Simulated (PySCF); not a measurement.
**Carbon: a sound run and one with changed settings**

Sound run: C [He] 2s2 2p2, C⁺ [He] 2s2 2p1. Computed with PySCF 2.14 in cc-pVDZ, with no relativity, point nucleus. In the sound run the correlated levels freeze 1s2. The sound run starts from symmetry-adapted Hartree-Fock orbitals and uses a fine grid where one is needed.

Changed run: initial guess atom, at most 50 SCF cycles, level shift 0.1 hartree.

```csv
species,method,sound run (hartree),changed run (hartree),converged
C,UHF,-37.68654,-37.68654,yes
C,MN15,-37.80223,-37.80223,yes
C,M06-L,-37.84182,-37.84182,yes
C,MP2,-37.73831,-37.73442,yes
C,CCSD(T),-37.76038,-37.76038,yes
C⁺,UHF,-37.28953,-37.28953,yes
C⁺,MN15,-37.38636,-37.38636,yes
C⁺,M06-L,-37.41867,-37.41867,yes
C⁺,MP2,-37.33082,-37.32737,yes
C⁺,CCSD(T),-37.35689,-37.35689,yes
```

Ionisation energy of C:

| method | sound run (eV) | changed run (eV) |
| --- | --- | --- |
| UHF | 10.803 | 10.803 |
| MN15 | 11.316 | 11.316 |
| M06-L | 11.515 | 11.515 |
| MP2 | 11.088 | 11.076 |
| SCS-MP2 | 10.982 | 10.978 |
| CCSD | 10.972 | 10.972 |
| CCSD(T) | 10.979 | 10.979 |

A level shift leaves the converged SCF energy unchanged but raises the virtual orbital energies, which shrinks MP2 if it is not removed.

For comparison, NIST gives 11.260 eV between the lowest levels.
